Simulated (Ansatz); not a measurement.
# C3H8N: the cost of one run

Computed with Ansatz 0.2.0, Gaussian basis. Level: the settings change from run to run.

## 1. The molecule

The geometry comes from an earlier relaxation with PBE0-D4 in a triple-zeta def2 set; it is a stationary point, not always the lowest conformer.

SMILES `CC[N]C`, 12 atoms, charge 0, spin multiplicity 2.

Atoms are counted from 1 here; the program's logs count them from 0.

Bond lengths: C1–C2 1.514 Å, C1–H5 1.092 Å, C1–H6 1.092 Å, C1–H7 1.092 Å, C2–N3 1.430 Å, C2–H8 1.104 Å, C2–H9 1.104 Å, N3–C4 1.427 Å, C4–H10 1.091 Å, C4–H11 1.101 Å, C4–H12 1.101 Å. Angles: C2–C1–H5 110.5°, C2–C1–H6 110.5°, C2–C1–H7 111.0°, H5–C1–H6 107.9°, H5–C1–H7 108.4°, H6–C1–H7 108.4°, C1–C2–N3 112.1°, C1–C2–H8 110.5°, C1–C2–H9 110.4°, N3–C2–H8 109.4°, N3–C2–H9 109.4°, H8–C2–H9 104.8°, C2–N3–C4 112.2°, N3–C4–H10 110.7°, N3–C4–H11 111.3°, N3–C4–H12 111.2°, H10–C4–H11 108.7°, H10–C4–H12 108.6° and more.

## 2. revPBE0/ANO-RCC-VTZP

Options: atoms shaken by 0.03 Å, density fitting with cc-pVTZ-jkfit.

Input file in.yaml:

```yaml
crystal:
  periodic: [false, false, false]
  atoms:
    - {symbol: C, position_ang: [-1.525987, 0.471323, 0.839546]}
    - {symbol: C, position_ang: [-0.460906, -0.239679, 0.184738]}
    - {symbol: N, position_ang: [0.689420, 0.557645, -0.185587]}
    - {symbol: C, position_ang: [1.745212, -0.111707, -0.802302]}
    - {symbol: H, position_ang: [-1.863759, 1.322266, 0.152507]}
    - {symbol: H, position_ang: [-1.225478, 0.951718, 1.758863]}
    - {symbol: H, position_ang: [-2.432940, -0.072781, 1.095172]}
    - {symbol: H, position_ang: [-0.779389, -0.754223, -0.799772]}
    - {symbol: H, position_ang: [-0.135152, -1.144709, 0.832309]}
    - {symbol: H, position_ang: [2.577684, 0.524654, -1.012006]}
    - {symbol: H, position_ang: [2.103636, -1.016676, -0.101230]}
    - {symbol: H, position_ang: [1.412909, -0.667705, -1.727523]}
basis:
  gaussian: {orbitals: ANO-RCC-VTZP, fitting: {mean_field: cc-pVTZ-jkfit}}
magnetization: {spin_polarized: true, initial_magnetization: 1}
hamiltonian: {xc: {name: revPBE0}}
```

Launch:

```sh
$ ansatz run in.yaml --threads 4 --pin off --events-out ev --progress --plain --max-ram 10444MiB
```

Q: Estimate wall time and peak memory on 4 threads of Intel Xeon Platinum 8559C, shared host.

About 3 s, with a peak of 0.46 GiB.
